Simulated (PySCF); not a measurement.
# H5Si: the cost of one run

Program: PySCF 2.14.0. Level of theory: relaxation, HF, aug-cc-pvtz, and further levels as typed in the inputs. These are calculated values, not measurements.

**1. The structure to begin with**

Bond lengths: Si1–H2 1.427 Å, Si1–H3 1.464 Å, Si1–H4 1.489 Å. Angles: H2–Si1–H3 120.6°, H2–Si1–H4 119.7°, H3–Si1–H4 118.3°.

Structure file:

```xyz
6

Si    0.0179    0.0044    0.0010
H     1.4414   -0.0028   -0.1035
H    -0.7308    1.2581   -0.1004
H    -0.7348   -1.2775   -0.0912
H     0.3988    0.0171    1.9205
H    -0.3940   -0.0055    1.9045
```

**2. Relaxation: H5Si, charge +1**

File run.py:

```python
from pyscf import gto, scf
from pyscf.geomopt.geometric_solver import optimize
mol = gto.M(atom="mol.xyz", basis="aug-cc-pvtz", charge=1, verbose=4)
mf = scf.RHF(mol).run(conv_tol=1e-9)
m = optimize(mf, maxsteps=60)
print("optimised structure (A):")
for k in range(m.natm): print(m.atom_symbol(k), *(f"{x:.8f}" for x in m.atom_coords(unit="A")[k]))
```

Launch:

```console
python run.py
```

**Question.** How long does this run take on 2 threads of Arm Neoverse V2, shared host?

About 1.9 min.
